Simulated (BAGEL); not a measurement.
# HF/STO-3G (density fitting with cc-pvqz-jkfit) run of C2H5N (aziridine)

Aim: the vertical ionisation energy of C2H5N (aziridine) at HF/STO-3G (density fitting with cc-pvqz-jkfit), from 2 runs. 

Program for the calculation: BAGEL 1.2.2.

## 1. The system as given

The species is C2H5N (8 atoms), meant as a singlet with charge 0. As SMILES, `C1CN1`. Geometry: relaxed at PBE0-D4/def2-TZVP.

Bond lengths: C1–C2 1.474 Å, C1–N3 1.458 Å, C2–N3 1.458 Å, C1–H4 1.085 Å, C1–H5 1.084 Å, C2–H6 1.084 Å, C2–H7 1.085 Å, N3–H8 1.013 Å. Some angles: C1–C2–N3 59.6°, C2–C1–N3 59.6°, C1–N3–C2 60.7°, C1–C2–H6 119.8°, C1–C2–H7 117.8°, N3–C2–H6 114.9°, N3–C2–H7 118.8°, C2–C1–H4 117.8°, C2–C1–H5 119.8°, N3–C1–H4 118.8°.

## 2. The energy at HF/STO-3G (density fitting with cc-pvqz-jkfit)

Contents of hf.json:

```json
{ "bagel" : [

{
  "title" : "molecule",
  "basis" : "sto-3g",
  "df_basis" : "cc-pvqz-jkfit",
  "angstrom" : "true",
  "geometry" : [
    { "atom" : "C", "xyz" : [      -0.441950,       0.372860,      -0.526630 ] },
    { "atom" : "C", "xyz" : [       0.701820,       0.041300,       0.342680 ] },
    { "atom" : "N", "xyz" : [      -0.646410,      -0.379240,       0.705850 ] },
    { "atom" : "H", "xyz" : [      -0.523890,      -0.146250,      -1.476300 ] },
    { "atom" : "H", "xyz" : [      -0.850360,       1.377350,      -0.521460 ] },
    { "atom" : "H", "xyz" : [       1.130680,       0.803020,       0.984310 ] },
    { "atom" : "H", "xyz" : [       1.406100,      -0.705720,      -0.009460 ] },
    { "atom" : "H", "xyz" : [      -0.775990,      -1.363310,       0.501020 ] }
  ]
},

{ "title" : "hf" },

{ "title" : "print", "file" : "orbitals.molden", "orbitals" : "true" }

]}
```

Started as:

```bash
BAGEL_NUM_THREADS=1 BAGEL hf.json > hf.out
```

Standard output:

```text
* using 1 threads per process

  ===============================================================
  ===============================================================

  *** Geometry ***

  { "atom" : "C", "xyz" : [     -0.835164,      0.704603,     -0.995186 ] },
  { "atom" : "C", "xyz" : [      1.326248,      0.078046,      0.647571 ] },
  { "atom" : "N", "xyz" : [     -1.221538,     -0.716660,      1.333863 ] },
  { "atom" : "H", "xyz" : [     -0.990009,     -0.276372,     -2.789803 ] },
  { "atom" : "H", "xyz" : [     -1.606948,      2.602814,     -0.985417 ] },
  { "atom" : "H", "xyz" : [      2.136676,      1.517488,      1.860076 ] },
  { "atom" : "H", "xyz" : [      2.657144,     -1.333618,     -0.017877 ] },
  { "atom" : "H", "xyz" : [     -1.466409,     -2.576283,      0.946791 ] },

  Number of auxiliary basis functions:      573

  Since a DF basis is specified, we compute 2- and 3-index integrals:
    o Being stored without compression. Storage requirement is 0.002 GB

  Number of basis functions:       20
  Number of electrons      :       24

    * METHOD: MOLECULE                             0.25

  *** RHF ***

  === Nuclear Repulsion ===
    76.5777795189

      * DIIS with orbital gradients will be used.

  === RHF iteration (sto-3g) ===
      0       -131.36368426          0.01571176           0.01
      1       -131.39420974          0.00517203           0.01
      2       -131.39727181          0.00110851           0.01
      3       -131.39755264          0.00015512           0.01
      4       -131.39756196          0.00003393           0.01
      5       -131.39756240          0.00000318           0.01
      6       -131.39756240          0.00000056           0.01
      7       -131.39756240          0.00000010           0.01
      8       -131.39756240          0.00000001           0.01
      9       -131.39756240          0.00000000           0.01
    * SCF iteration converged.

    * Permanent dipole moment:
           (   -0.334872,     0.284645,     0.549167) a.u.

    * METHOD: HF                                   0.13

    * METHOD: PRINT                                0.00

  ===============================================================
```

Run time: 0.5 s. Hardware: 1 thread of Arm Neoverse V1, shared host; peak memory 0.081 GiB.

## 3. The doublet cation at the same level

Contents of hf.json:

```json
{ "bagel": [

{
  "title": "molecule",
  "basis": "sto-3g",
  "df_basis": "cc-pvqz-jkfit",
  "angstrom": true,
  "geometry": [
    { "atom": "C", "xyz": [   -0.441950,    0.372860,   -0.526630 ] },
    { "atom": "C", "xyz": [    0.701820,    0.041300,    0.342680 ] },
    { "atom": "N", "xyz": [   -0.646410,   -0.379240,    0.705850 ] },
    { "atom": "H", "xyz": [   -0.523890,   -0.146250,   -1.476300 ] },
    { "atom": "H", "xyz": [   -0.850360,    1.377350,   -0.521460 ] },
    { "atom": "H", "xyz": [    1.130680,    0.803020,    0.984310 ] },
    { "atom": "H", "xyz": [    1.406100,   -0.705720,   -0.009460 ] },
    { "atom": "H", "xyz": [   -0.775990,   -1.363310,    0.501020 ] }
  ]
},
{ "title": "uhf", "charge": 1, "nopen": 1 },
{ "title": "print", "file": "orbitals.molden", "orbitals": true }

]}
```

Started as:

```bash
BAGEL_NUM_THREADS=1 BAGEL hf.json > hf.out
```

Standard output:

```text
* using 1 threads per process

  ===============================================================
  ===============================================================

  *** Geometry ***

  { "atom" : "C", "xyz" : [     -0.835164,      0.704603,     -0.995186 ] },
  { "atom" : "C", "xyz" : [      1.326248,      0.078046,      0.647571 ] },
  { "atom" : "N", "xyz" : [     -1.221538,     -0.716660,      1.333863 ] },
  { "atom" : "H", "xyz" : [     -0.990009,     -0.276372,     -2.789803 ] },
  { "atom" : "H", "xyz" : [     -1.606948,      2.602814,     -0.985417 ] },
  { "atom" : "H", "xyz" : [      2.136676,      1.517488,      1.860076 ] },
  { "atom" : "H", "xyz" : [      2.657144,     -1.333618,     -0.017877 ] },
  { "atom" : "H", "xyz" : [     -1.466409,     -2.576283,      0.946791 ] },

  Number of auxiliary basis functions:      573

  Since a DF basis is specified, we compute 2- and 3-index integrals:
    o Being stored without compression. Storage requirement is 0.002 GB

  Number of basis functions:       20
  Number of electrons      :       24

    * METHOD: MOLECULE                             0.25

  *** Open-shell HF ***

  === Nuclear Repulsion ===
    76.5777795189

      * DIIS with orbital gradients will be used.

  === UHF iteration (sto-3g) ===
      0       -131.03791365          0.04195966           0.02
      1       -131.11102426          0.01661947           0.02
      2       -131.12456498          0.00794246           0.02
      3       -131.13048515          0.00623117           0.02
      4       -131.13749400          0.00244004           0.02
      5       -131.13886352          0.00154123           0.02
      6       -131.13956079          0.00049383           0.02
      7       -131.13963289          0.00013412           0.02
      8       -131.13963962          0.00005931           0.02
      9       -131.13964055          0.00000978           0.02
     10       -131.13964080          0.00000475           0.02
     11       -131.13964089          0.00000272           0.02
     12       -131.13964092          0.00000070           0.02
     13       -131.13964092          0.00000014           0.02
     14       -131.13964092          0.00000004           0.02
     15       -131.13964092          0.00000002           0.02
     16       -131.13964092          0.00000001           0.02
     17       -131.13964092          0.00000001           0.02
    * SCF iteration converged.

    * S^2 (UHF) is 0.7575

    * Permanent dipole moment:
           (    0.106976,     0.484364,     0.043995) a.u.

    * METHOD: UHF                                  0.33

    * METHOD: PRINT                                0.00

  ===============================================================
```

Run time: 0.7 s. Hardware: 1 thread of Arm Neoverse V1, shared host; peak memory 0.081 GiB.

## 4. Summary of results

At HF/STO-3G (density fitting with cc-pvqz-jkfit):

| quantity | value |
| --- | --- |
| singlet C2H5N: total energy | -131.39756 Eh |
| singlet C2H5N: dipole moment | 1.79 D |
| singlet C2H5N: HOMO energy | -9.02 eV |
| singlet C2H5N: LUMO energy | 12.98 eV |
| singlet C2H5N: HOMO–LUMO gap | 22.00 eV |
| doublet cation: total energy | -131.13964 Eh |
| doublet cation: ⟨S²⟩ | 0.757 |
| vertical ionisation energy (to the doublet cation) | 7.018 eV |

Removing an electron at fixed nuclei costs 7.02 eV (162 kcal/mol). The negative HOMO energy of the first species, 9.02 eV, lies 2.00 eV above that difference. In a minimal basis such a difference can be off by several eV, whatever the method.
